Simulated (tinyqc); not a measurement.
Starting guesses with DIIS over 6 matrices: SCF starting guesses in the sto-3g basis, for H2O, spin multiplicity 1. Computed by the program tinyqc with PySCF. RHF with one setting changed at a time; a run stops when the energy changes by less than 1e-09 hartree and the error matrix is below 1e-5. Starts: the lowest orbitals of the core Hamiltonian, of the Wolfsberg-Helmholz matrix (K = 1.75), projected atomic densities, random orbitals, and the highest orbitals of the core Hamiltonian (a deliberately bad start).

Geometry (angstrom):
```
atom       x        y       z
O     0.0000   0.0000  0.0000
H     0.0000   0.8260  0.5810
H     0.0000  -0.8260  0.5810
```

lowest restricted solution found by these runs and by PySCF = -74.960507 hartree

Largest element of the error matrix X^T (FDS - SDF) X:
```
iteration     core  Wolfsberg-Helmholz  atomic densities   random  highest core orbitals
1          6.5e-01             4.3e-01           1.2e+00  1.6e+01                3.8e-01
2          1.3e-01             1.1e-01           1.9e-01  6.8e-01                6.9e-01
3          3.0e-02             3.2e-02           2.2e-02  9.7e-02                6.8e-01
4          4.3e-03             5.0e-03           4.7e-03  3.3e-02                6.9e-01
5          1.3e-03             1.2e-03           1.2e-04  8.9e-03                6.9e-01
6          1.1e-04             1.7e-05           3.3e-05  1.5e-03                6.2e-01
8          4.9e-09                   -           7.8e-11  5.1e-05                8.1e-02
10               -                   -                 -  1.4e-06                1.7e-03
```

How each run ends:
```
run                    iterations  E (hartree)         state
core                            8    -74.96051  lowest found
Wolfsberg-Helmholz              7    -74.96051  lowest found
atomic densities                8    -74.96051  lowest found
random                         10    -74.96051  lowest found
highest core orbitals          13    -74.96051  lowest found
```

What does the comparison show, and why?

5 of 5 runs reach the lowest restricted solution found, in 7 to 13 iterations (fastest: Wolfsberg-Helmholz). The first errors are 7e-01, 4e-01, 1e+00, 2e+01, 4e-01; the deliberately bad start has the smallest one, so a small first error does not mark a good start.
